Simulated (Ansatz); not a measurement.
Relaxation of CH5N2 (8 atoms, charge 1, multiplicity 1), to a largest force component of 0.02 eV/Å in at most 40 steps.

All numbers below come from RKS PBE-D4/def2-SVP (Ansatz).

```xyz
8
Properties=species:S:1:pos:R:3:forces:R:3
N -0.526 0.788 -0.678 -0.17 0.17 -0.43
C -0.033 0.216 0.384 -0.02 0.17 0.30
N 0.550 -0.948 0.392 0.21 -0.45 -0.06
H -0.484 0.347 -1.590 -0.03 -0.15 -0.54
H -0.969 1.695 -0.629 -0.25 0.53 0.08
H -0.114 0.748 1.328 -0.05 0.30 0.53
H 0.916 -1.348 1.246 0.20 -0.19 0.52
H 0.659 -1.497 -0.453 0.11 -0.37 -0.40
```

Problem. Where does it end, and by what steps?

Solution. It converged. Limits of this set-up: the dipole of an ion depends on the origin. After 4 steps the energy has fallen by 0.044 eV; H8 moved furthest, 0.06 Å.

| step | energy less start (eV) | largest force component (eV/Å) | accepted |
| --- | --- | --- | --- |
| 0 | 0.0000 | 0.536 | yes |
| 1 | -0.0393 | 0.152 | yes |
| 2 | -0.0435 | 0.057 | yes |
| 3 | -0.0444 | 0.039 | yes |
| 4 | -0.0444 | 0.005 | yes |

```xyz
8
Properties=species:S:1:pos:R:3
N -0.535 0.800 -0.695
C -0.032 0.209 0.371
N 0.561 -0.969 0.395
H -0.512 0.386 -1.633
H -0.977 1.720 -0.608
H -0.114 0.749 1.330
H 0.920 -1.342 1.279
H 0.689 -1.552 -0.439
```

Whether the end is a true minimum wasn't checked by a vibrational analysis.

Run time: 9.4 s on 1 thread of Arm Neoverse V1, with other jobs on the host, peak memory 0.11 GiB.
